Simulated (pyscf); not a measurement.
PySCF, gas phase, ωB97X-D3(BJ)/def2-SVP geometries. Correlated levels are frozen-core, on RHF or UHF. ΔMP2 is the change of the MP2 total energy from the triple- to the quadruple-zeta basis.

### Question
List the bond dissociation enthalpies at 298 K of `[NH2][SiH2][Cl]` from CCSD(T)/def2-TZVPP + ΔMP2(QZVPP), from the weakest bond up.

### Answer
H–Si to H₂N–SiH•–Cl + H•: 93.5 kcal/mol; N–Si to NH₂• + •H₂Si–Cl: 107.9 kcal/mol; H–N to •HN–SiH₂–Cl + H•: 112.3 kcal/mol; Cl–Si to H₂N–SiH₂• + Cl•: 113.0 kcal/mol. Ring and multiple bonds, and those that leave no two simple radicals, are not listed. •HN–SiH₂–Cl lies 20.1 kcal/mol over its isomer H₂N–SiH•–Cl, and others may lie lower still (electronic energy, ωB97M-D3(BJ)). Other isomers of H₂N–SiH₂•, H₂N–SiH•–Cl were not searched in full and may lie lower. The CCSD(T) − MP2 part came from Ansatz, without density fitting, on the same reference. Left out: the spin-orbit lowering of Cl.
